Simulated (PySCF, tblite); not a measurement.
**aluminium trichloride and fluoride**

A gas-phase complex of aluminium trichloride and fluoride; charge -1, singlet. The structure comes from a short search (6 tight-binding starts) and was relaxed by PBE0-D3(BJ)/def2-SVPD; another way of binding may lie lower. Frequencies by PBE0-D3(BJ)/def2-SVPD show no clear imaginary mode.

| part | name | SMILES | atoms | charge | multiplicity |
| --- | --- | --- | --- | --- | --- |
| 1 | aluminium trichloride | [Cl][Al]([Cl])[Cl] | 1–4 | 0 | 1 |
| 2 | fluoride | [F-] | 5 | -1 | 1 |

```
atom  part   x (Å)   y (Å)   z (Å)
 Cl1     1   1.119  -0.098  -1.702
 Al2     1   0.140  -0.597   0.174
 Cl3     1  -2.013  -0.666  -0.129
 Cl4     1   0.609   0.916   1.664
  F5     2   0.689  -2.112   0.715
```

Contacts between parts, classed by geometry: Al2···F5 1.700 Å (bond).

The parts are joined by the bond Al2–F5, so these are energies of forming such bonds; deforming the relaxed parts to their shape in the adduct costs 23.5 kcal/mol, which the interaction energies leave out.

Interaction energies are complex less parts, with the parts frozen as they stand in it; counterpoise-corrected, in kcal/mol (PySCF). The CCSD(T) estimate is Hartree-Fock/aug-cc-pVQZ, plus the MP2 correlation part extrapolated as X⁻³ from aug-cc-pVTZ and aug-cc-pVQZ, plus CCSD(T) less MP2 in aug-cc-pVDZ; noble-gas cores are frozen. It isn't the exact limit.

Q: Give the interaction energy at each level run.

A: 
| level | interaction | superposition error removed |
| --- | --- | --- |
| Hartree-Fock/aug-cc-pVQZ | -151.36 | - |
| wB97M-D3(BJ)/def2-TZVPD | -140.25 | -0.23 |
| PBE0-D3(BJ)/def2-TZVPD | -141.10 | -0.28 |
| MP2/aug-cc-pVQZ | -142.65 | -0.91 |
| CCSD(T), estimated basis limit | -143.15 | - |

Q: What holds them together? Decompose the wB97M-D3(BJ)/def2-TZVPD energy: frozen parts, their antisymmetrised product, then relaxation.

A: electrostatic -167.9, Pauli repulsion +107.0, orbital relaxation -78.7, dispersion correction -0.8 kcal/mol, which sum to the value before the counterpoise correction; the Pauli term holds the exchange-correlation of the frozen density too. Of the attraction, 68 % is electrostatic, 32 % is orbital relaxation, 0 % is dispersion correction.

The parts were also relaxed and run alone, at the levels used for the complex: shieldings by PBE0/aug-pcSseg-2; core levels by delta-SCF with SCAN, aug-pcX-2 on the ionised atom and aug-pcseg-1 elsewhere, spin-free X2C (2p3/2 is the spin-free 2p value less a third of a first-order spin-orbit splitting).

Q: How do these values change when the complex forms?

A: 
```tsv
property	alone	in the complex	change
shielding of Al2 (ppm)	411.1	473.4	+62.2
shielding of F5 (ppm)	479.9	342.6	-137.3
Cl1 2p3/2 core level (eV)	206.50	201.12	-5.38
Al2 2p3/2 core level (eV)	82.94	77.23	-5.71
F5 1s core level (eV)	680.05	686.87	+6.83
```

Q: What are the binding energy from relaxed parts (wB97M-D3(BJ)/def2-TZVPD), and ΔH and ΔG of association at 298.15 K and 1 atm?

A: -116.76 kcal/mol, -115.55 with zero-point energy; ΔH -116.1 and ΔG -108.1 kcal/mol, from harmonic vibrations by PBE0-D3(BJ)/def2-SVPD with low modes damped.

The 6 runs behind this took 21 min in all, one thread each of AMD EPYC 7571 on a shared host, launched as `OMP_NUM_THREADS=1 python cluster_run.py task.json out`.
